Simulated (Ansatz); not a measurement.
Relaxation of CH₉BSi (12 atoms, charge 0, multiplicity 1), to a largest force component of 0.03 eV/Å in at most 50 steps.

Theory: RKS PBE0-D4/6-31G* in Ansatz.

```xyz
12
Properties=species:S:1:pos:R:3:forces:R:3
B 0.001 0.187 0.418 0.09 -0.10 0.35
C 0.097 0.643 1.935 0.05 0.18 -0.25
H -0.832 0.518 2.500 0.00 0.00 0.00
H 0.923 0.184 2.489 -0.01 0.01 -0.02
H 0.305 1.726 1.919 0.00 0.01 -0.01
H 1.002 -0.073 -0.208 -0.11 0.02 0.07
H -1.029 0.301 -0.195 0.02 -0.01 0.02
Si -0.394 -2.911 0.778 0.00 -0.38 -0.11
H -0.870 -3.162 -0.604 0.00 0.01 -0.01
H 0.959 -3.487 0.982 0.00 -0.01 0.00
H -1.352 -3.464 1.771 -0.01 -0.01 0.00
H -0.308 -1.455 1.026 -0.03 0.28 -0.04
```

**Question.** Where does it end, and by what steps?

**Answer.** The run converged. After 19 steps the energy has fallen by 0.232 eV; H6 moved furthest, 0.94 Å. Joined: B1–Si8 (3.14 → 2.20 Å), B1–H12 (1.78 → 1.32 Å).

```tsv
step	energy less start (eV)	largest force component (eV/Å)	accepted
0	0.0000	0.377	yes
1	-0.0249	0.378	yes
2	0.0280	1.103	no
3	-0.0387	0.049	yes
4	-0.0458	0.123	yes
5	-0.0583	0.153	yes
6	-0.0628	0.331	yes
7	-0.0895	0.171	yes
8	-0.1247	0.348	yes
9	-0.1537	0.624	yes
10	-0.1568	0.977	yes
11	-0.2066	0.242	yes
12	-0.2128	0.200	yes
13	-0.2198	0.080	yes
14	-0.2245	0.105	yes
15	-0.2282	0.088	yes
16	-0.2307	0.097	yes
17	-0.2312	0.082	yes
18	-0.2320	0.035	yes
19	-0.2323	0.018	yes
```

```xyz
12
Properties=species:S:1:pos:R:3
B -0.405 -0.304 0.666
C 0.216 0.495 1.902
H -0.553 0.851 2.597
H 0.945 -0.084 2.483
H 0.741 1.382 1.528
H 0.436 -0.808 -0.081
H -1.263 0.170 -0.033
Si -0.204 -2.494 0.666
H -0.384 -2.877 -0.754
H 1.176 -2.633 1.189
H -1.056 -3.419 1.479
H -1.145 -1.274 1.170
```

Whether the end is a true minimum wasn't checked by a vibrational analysis.

Run time: 45 s on 1 thread of AMD EPYC 7B13 (Zen 3), on a shared host, peak memory 0.16 GiB.
